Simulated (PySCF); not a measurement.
Compound: C5H5F.
Atom-mapped SMILES: `[F:1][CH:2]1[CH:3]=[CH:4][CH:5]=[CH:6]1`

The computed photoelectron lines, unassigned: C 1s: 290.26 (area 2), 290.76 (area 2), 293.22 (area 1) eV; F 1s: 692.37 eV.

The calculation used delta-SCF UKS SCAN, pcX-2 on the ionised atom, pcseg-1 elsewhere, spin-free X2C in PySCF 2.14.0. Geometry: GFN2-xTB; no solvent, vibrations or thermal averaging.

(1) Which carbon gives which C 1s line?

Results:

(1) 290.26 eV: C3/C6 (alkene CH carbon); 290.76 eV: C4/C5 (alkene CH carbon); 293.22 eV: C2 (sp3 C–F carbon). The listed C 1s values span 2.96 eV, from C3/C6 (bonded to C (double bond), C and H) to C2 (bonded to F, 2 C and H). The widest gap between neighbouring values is 2.46 eV, between 290.76 and 293.22 eV.

Bonded neighbours of each site: F1: C; C2: F, 2 C and H; C3/C6: C (double bond), C and H; C4/C5: C (double bond), C and H.

Task: Which photon wavelength matches the C 1s of C3/C6 threshold?

Result: λ = hc/E = 12398.42 eV Å / 290.26 eV = 42.715 Å.

The first atom of each set that the bonding makes equivalent was ionised and stands for the set. The unrestricted hole states depart most from a pure doublet (⟨S²⟩ = 0.75; over 0.85 named) for C 1s of C4/C5 (0.92), which makes this value less certain.
